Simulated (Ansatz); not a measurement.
Ansatz (a quantum-chemistry and plane-wave program) input:

Ansatz 0.2 input:
```yaml
crystal:
  periodic: [false, false, false]
  atoms:
    - {symbol: C, position_ang: [-0.00000000, -0.00000000, -0.52559507]}
    - {symbol: N, position_ang: [0.00000000, 0.00000000, 0.68179640]}
    - {symbol: H, position_ang: [-0.00000000, -0.00000000, -1.61900441]}
basis:
  gaussian:
    orbitals: cc-pVQZ
total_charge: 1
magnetization: {spin_polarized: true, initial_magnetization: 1}
correlation: {method: ccsd_t, electrons: outside_noble_gas}
```

Question: Predict the final energy.

Answer: -92.80222 Eh (CCSD(T)/cc-pVQZ). The basis has 140 functions.
